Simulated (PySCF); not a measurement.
# BH: spin, charge, geometry and surroundings

One physical setting of the base script is moved in each run, with the edits that it forces.

Computed with PySCF 2.14.0. Level: each script names its method and basis.

3 further runs of the same task are left out: 3 that didn't finish.

### Step 1. The system as given

BH: 2 atoms, charge 0, spin multiplicity 1.

Bond lengths: B1–H2 1.192 Å.

### Step 2. The base run

input.py reads:

```python
from pyscf import gto, scf

mol = gto.M(
    atom='B 0 0 0; H 0 0 1.192',
    basis='3-21g',
    charge=0,
    spin=0,
    verbose=4,
)
mf = scf.RHF(mol)
mf = mf.density_fit(auxbasis='def2-universal-jkfit')
mf.kernel()
mf.nuc_grad_method().kernel()
mf.dip_moment()
print('orbital energies (hartree):', mf.mo_energy[..., max(0, mol.nelec[1]-3):mol.nelec[0]+3].round(4))
```

Launch:

```sh
$ OMP_NUM_THREADS=1 python input.py
```

The log of this run is left out.

It gives: E(SCF) = -24.976282 Eh, 7 cycles, μ = 1.70 D, gradient on the second atom -0.0162 Eh/bohr.

The bond length is a typed value, not an optimised one.

### Step 3. Triplet (UHF)

Edit 1 changes spin (2S): 0 → 2; SCF type: RHF → UHF.

input.py reads:

```python
from pyscf import gto, scf

mol = gto.M(
    atom='B 0 0 0; H 0 0 1.192',
    basis='3-21g',
    charge=0,
    spin=2,
    verbose=4,
)
mf = scf.UHF(mol)
mf = mf.density_fit(auxbasis='def2-universal-jkfit')
mf.kernel()
mf.nuc_grad_method().kernel()
mf.dip_moment()
print('orbital energies (hartree):', [e[max(0, n-3):n+3].round(4) for e, n in zip(mf.mo_energy, mol.nelec)])
```

Launch:

```sh
$ OMP_NUM_THREADS=1 python input.py
```

### Step 4. Bond 1.788 Å

Edit 2 changes bond length: 1.192 Å → 1.788 Å.

input.py: that of step 2 with these lines changed.

```diff
@@ -3,3 +3,3 @@
 mol = gto.M(
-    atom='B 0 0 0; H 0 0 1.192',
+    atom='B 0 0 0; H 0 0 1.788',
     basis='3-21g',
```

### Step 5. Bond 1.335 Å

Edit 3 changes bond length: 1.192 Å → 1.335 Å.

input.py: that of step 2 with these lines changed.

```diff
@@ -3,3 +3,3 @@
 mol = gto.M(
-    atom='B 0 0 0; H 0 0 1.192',
+    atom='B 0 0 0; H 0 0 1.335',
     basis='3-21g',
```

### Step 6. Bond 1.049 Å

Edit 4 changes bond length: 1.192 Å → 1.049 Å.

input.py: that of step 2 with these lines changed.

```diff
@@ -3,3 +3,3 @@
 mol = gto.M(
-    atom='B 0 0 0; H 0 0 1.192',
+    atom='B 0 0 0; H 0 0 1.049',
     basis='3-21g',
```

**Question.** What will these runs give? Wanted: for each run, E(SCF); from base; gap, α spin; SCF dipole.

The runs gave:

| run | E(SCF) (hartree) | from base (eV) | cycles | gap, α spin (eV) | SCF dipole (D) |
| --- | --- | --- | --- | --- | --- |
| base | -24.976282 | 0 | 7 | 11.12 | 1.70 |
| triplet (UHF) | -24.966562 | +0.2645 | 9 | 10.04 | 0.05 |
| bond 1.788 Å | -24.926411 | +1.3570 | 7 | 10.62 | 0.15 |
| bond 1.335 Å | -24.973308 | +0.0809 | 7 | 11.13 | 1.28 |
| bond 1.049 Å | -24.959746 | +0.4500 | 7 | 11.08 | 2.06 |

Of the runs whose energies can be compared, “bond 1.788 Å” moves the SCF energy most (+1.357 eV). The triplet solution found lies 0.26 eV above the base singlet at this geometry and level.
